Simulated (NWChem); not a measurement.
# quartet NCO at 4 levels

We compute a comparison of 4 runs (UHF/STO-3G, UHF/3-21G, UB3LYP/6-31G*) of quartet NCO. 

The results are computed with NWChem 7.3.0.

27 further runs of the same task are left out: 27 set aside as unsound or not needed.

**1. The system as given**

The species is NCO (3 atoms), meant as a quartet with charge 0. SMILES of the parent species: `[N]=C=O`. The coordinates come from a PBE0-D4/def2-TZVP relaxation. That shape belongs to the parent species and isn't relaxed for this state.

Bond lengths: N1–C2 1.222 Å, C2–O3 1.171 Å. Angles: N1–C2–O3 180.0°.

**2. The energy at UHF/STO-3G (run 1)**

The input, input.xyz:

```xyz
3
CNO
N      0.968200     0.423100     0.579200
C     -0.013800    -0.006000    -0.008300
O     -0.954400    -0.417100    -0.571000
```

The input, run.py:

```python
from ase.io import read
from ase.calculators.nwchem import NWChem

molecule = read('input.xyz')

calc = NWChem(
    label='input',
    theory='scf',
    memory='2200 mb',
    basis='STO-3G',
    basispar='spherical bse',
    scf={'nopen': '3', 'uhf': None, 'thresh': '1e-08', 'maxiter': '80'},
    task='energy',
)
molecule.calc = calc

print(f"energy = {molecule.get_potential_energy():.6f} eV")
```

The run is started by

```
$ export ASE_NWCHEM_COMMAND="nwchem PREFIX.nwi > PREFIX.nwo"
$ python run.py
```

Log:

```text
energy = -4482.369174 eV
```

The calculator wrote input.nwi:

```
title "input"

permanent_dir input

scratch_dir input

start input

geometry units angstrom nocenter noautosym noautoz
  N  9.6819999999999995e-01 4.2309999999999998e-01 5.7920000000000005e-01
  C  -1.3800000000000000e-02 -6.0000000000000001e-03 -8.3000000000000001e-03
  O  -9.5440000000000003e-01 -4.1710000000000003e-01 -5.7099999999999995e-01
end

memory 2200 mb

basis spherical bse noprint
   * library STO-3G
end

scf
  nopen 3
  uhf
  thresh 1e-08
  maxiter 80
end

task scf energy
```

input.nwo:

```text
Northwest Computational Chemistry Package (NWChem) 7.3.0
             --------------------------------------------------------

           Job information
           ---------------

    nwchem branch   = 7.3.0
    use scalapack   = T
    input           = input.nwi
    prefix          = input.
    data base       = input/input.db
    status          = startup
    nproc           =        1

           Memory information
           ------------------

[... 5 lines left out ...]
    hardfail = no
[... 36 lines left out ...]
            Nuclear Dipole moment (a.u.)
[... 78 lines left out ...]
         Quadratically convergent UHF
[... 23 lines left out ...]
       Final UHF  results
[... 5 lines left out ...]
 Nuclear repulsion energy =     52.268884242112
[... 163 lines left out ...]
                     UHF Final Beta Molecular Orbital Analysis
[... 162 lines left out ...]
       Multipole analysis of the density wrt the origin
       ------------------------------------------------

     L   x y z        total         alpha         beta         nuclear
     -   - - -        -----         -----         ----         -------
     0   0 0 0     -0.000000    -12.000000     -9.000000     21.000000

     1   1 0 0     -0.188064      0.072189      1.517223     -1.777476
[... 8 lines of this table left out ...]
     2   0 0 2    -10.993210    -17.103375    -11.591779     17.701944

 Task  times  cpu:        0.4s     wall:        0.4s
 Total times  cpu:        0.4s     wall:        0.4s
```

Wall time 1.6 s (1 thread of Intel Xeon Platinum 8488C (Sapphire Rapids), shared host); peak memory 0.096 GiB.

**3. A single-point energy at UHF/3-21G (run 2)**

The input, run.nw:

```
echo
start run
memory total 2200 mb

geometry units angstrom noautosym nocenter noautoz
N      0.968200     0.423100     0.579200
C     -0.013800    -0.006000    -0.008300
O     -0.954400    -0.417100    -0.571000
end

basis "ao basis" spherical bse
N library 3-21G
C library 3-21G
O library 3-21G
end

scf
quartet
uhf
thresh 1e-08
maxiter 80
end

task scf energy
```

The run is started by

```
$ nwchem run.nw > run.out
```

Log:

```text
[...]
  functions       =    27
[...]
  wavefunction    = UHF
[...]
         Total SCF energy =   -165.981194156467
      One electron energy =   -329.382157663974
      Two electron energy =    111.132079265394
 Nuclear repulsion energy =     52.268884242113
                       Sz =      1.5000
                 Sz(Sz+1) =      3.7500
                      S^2 =      3.8604
[...]
```

Wall time 1.2 s (1 thread of Intel Xeon Platinum 8488C (Sapphire Rapids), shared host); peak memory 0.098 GiB.

Run 3 isn't shown in full; the table further down has it.

**4. The energy at UB3LYP/6-31G(d) (Cartesian functions) (run 4)**

The input, cno.nw:

```
echo
start cno
title "CNO"
memory 2200 mb
geometry noautosym nocenter noautoz
  N     0.968200    0.423100    0.579200
  C    -0.013800   -0.006000   -0.008300
  O    -0.954400   -0.417100   -0.571000
end
basis
  N library 6-31G*
  C library 6-31G*
  O library 6-31G*
end
dft
  xc b3lyp
  mult 4
  grid xfine
  convergence energy 1e-08
  iterations 100
  mulliken
  noprint "final vectors analysis"
end
task dft energy
```

The run is started by

```
$ nwchem cno.nw > cno.out
```

Log:

```text
[...]
          Wavefunction type:  spin polarized.
          No. of atoms     :     3
          No. of electrons :    21
[...]
          Charge           :     0
          Spin multiplicity:     4
[...]
          AO basis - number of functions:    45
[...]
              XC Information
              --------------
                         B3LYP Method XC Potential
                     Hartree-Fock (Exact) Exchange  0.200
                        Slater Exchange Functional  0.800 local
                    Becke 1988 Exchange Functional  0.720 non-local
              Lee-Yang-Parr Correlation Functional  0.810
                  VWN I RPA Correlation Functional  0.190 local
[...]
 d= 0,ls=0.0,diis     1   -167.6744849436 -2.20D+02  1.67D-02  2.07D-01     0.9
[...]
 d= 0,ls=0.0,diis    12   -167.7581101012 -3.67D-09  6.12D-07  2.60D-10    10.0
[...]
         Total DFT energy =     -167.758110101194
      One electron energy =     -331.112702529689
           Coulomb energy =      131.951347694072
    Exchange-Corr. energy =      -20.865639507690
 Nuclear repulsion energy =       52.268884242113
[...]
      Total Density - Mulliken Population Analysis
     ---------------------------------------------
    Atom       Charge   Shell Charges
 -----------   ------   -------------------------------------------------------
    1 N    7     7.18   1.99  0.88  2.18  1.10  1.04 -0.01
    2 C    6     5.61   1.99  0.70  2.15  0.14  0.61  0.02
    3 O    8     8.21   1.99  0.94  2.82  1.00  1.45  0.01
[...]
      <S2> =      3.7669 (Exact =     3.7500)
[...]
```

Run time: 11 s. Hardware: 1 thread of Intel Xeon Platinum 8488C (Sapphire Rapids), shared host; peak memory 0.11 GiB.

**5. Overview of the runs**

| run | level | iteration cap | module | energy (Eh) | dipole moment (D) | HOMO energy (eV) | ⟨S²⟩ | wall time |
| --- | --- | --- | --- | --- | --- | --- | --- | --- |
| 1 | UHF/STO-3G | 80 | scf | -164.724030 | 0.59 | -3.90 | 3.894 | 1.6 s |
| 2 | UHF/3-21G | 80 | scf | -165.981194 | 0.10 | -6.19 | 3.860 | 1.2 s |
| 3 | UB3LYP/6-31G* (spherical functions) | 100 | dft | -167.754443 | 0.13 | -1.79 | 3.767 | 9.3 s |
| 4 | UB3LYP/6-31G* (Cartesian functions) | 100 | dft | -167.758110 | 0.13 | – | 3.767 | 11 s |

**6. Outcome**

| quantity | value |
| --- | --- |
| run 4: total energy | -167.75811 Eh |
| run 4: dipole moment | 0.13 D |
| run 4: ⟨S²⟩ | 3.767 |

**Reading.** The dipole moment (its size) runs from 0.10 D (UHF/3-21G) to 0.59 D (UHF/STO-3G). The two dipoles point in opposite directions. In run 1 the basis is minimal, so the values are rough. Spin contamination of the reference: run 1 ⟨S²⟩ = 3.89, run 2 ⟨S²⟩ = 3.86. All runs together took 23 s, the longest 11 s.
